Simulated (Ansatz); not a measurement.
Program: Ansatz 0.2.0.

A structure relaxed at PBE0-D4/def2-TZVP, charge 0, multiplicity 1:

Cartesian coordinates in Å:
```
O 0.0271 1.3690 0.5295
P 0.0983 0.2418 -0.6698
S -0.5283 -1.5750 0.2067
H 0.9114 1.5723 0.8467
H -1.2076 0.5105 -1.1484
H 0.6991 -2.1186 0.2354
```

(1) Give its formula and SMILES.

(2) Summarise the bond lengths by kind.

## Answers

(1) H3OPS, `OPS`.

(2) 1 × O–P 1.647 Å; 1 × H–O 0.961 Å; 1 × P–S 2.112 Å; 1 × H–P 1.417 Å; 1 × H–S 1.343 Å.
